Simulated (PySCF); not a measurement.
# Polarisability of `CCc1c[c+]1F`

C₅H₆F (charge +1).
Cartesian coordinates in Å at the PBE0-D3(BJ)/def2-SVP level; atoms count from 1:
```
atom  x, y, z in Å
C1    -1.576    0.676   -0.032
C2    -0.711   -0.573    0.031
C3     0.726   -0.323    0.007
C4     2.026   -0.817   -0.012
C5     1.811    0.519   -0.004
F6     2.279    1.688   -0.006
H7    -2.636    0.393    0.016
H8    -1.371    1.350    0.812
H9    -1.419    1.228   -0.970
H10   -0.918   -1.285   -0.791
H11   -0.894   -1.170    0.946
H12    2.688   -1.686   -0.025
```

Level: B3LYP/def2-SVPD (PySCF), static field, nuclei fixed, core orbitals frozen in the response. The polarisability tensor in these axes (au):

```
x   62.73  0.27 -0.25
y    0.27 52.22 -0.11
z   -0.25 -0.11 37.11
```

**Question.** What are the eigenvalues, a third of the trace, and Δα (Δα² = ½Σ(αi − αj)² over the three pairs)?

**Answer.** Principal values 37.11, 52.21 and 62.74 au; mean 50.69 au = 7.51 Å³ = 8.36 × 10⁻⁴⁰ C²·m²/J; Δα = 22.31 au (44 % of the mean).

**Question.** Give the eigenvalues of the traceless quadrupole moment Θ = ½Σq(3rr − r²1), origin at the centre of nuclear charge.

**Answer.** -8.66, -2.23, 10.89 D·Å. The values depend on the origin, since the species is charged. The electronic extent ⟨r²⟩ about the same centre is 624 bohr², a root-mean-square distance of 1.99 Å for the 44 electrons.

**Question.** What depolarisation ratio follows for Rayleigh scattering of linearly polarised light, taking the static tensor?

**Answer.** ρ = 3Δα²/(45ᾱ² + 4Δα²) = 1493.7/(115609 + 1991.6) = 0.0127.

**Question.** In TDDFT the mean static polarisability is Σ f/ω² over all singlet excitations (ω in hartree). How much of it do the 6 lowest give? Their energies (eV) and oscillator strengths: 6.20, 0.0306; 6.24, 0.0009; 6.53, 0.0011; 7.05, 0.0005; 7.12, 0.0359; 7.27, 0.0002.

**Answer.** They add up to 1.16 au, 2.3 % of the 50.69 au; the largest single term is 0.59 au, from the state at 6.20 eV. Terms in order: 0.59, 0.02, 0.02, 0.01, 0.52, 0.00 au. Higher excitations give the rest. The strengths listed sum to 0.069.

**Question.** Along which axes do the principal values lie, and how far do the nuclei extend along each?

**Answer.** Largest value along (1.00, 0.03, -0.01), where the nuclei span 5.27 Å; middle along (-0.03, 1.00, -0.01), 3.38 Å; least along (0.01, 0.01, 1.00), 1.90 Å. The response follows the extents in order.

One conformer (not necessarily the lowest) at the PBE0-D3(BJ)/def2-SVP geometry, without solvent, vibrations or thermal averaging.

The run behind these numbers computed excited states as well. Cost: about 50 s of CPU time on one thread; the machine was shared, so the figure is rough.
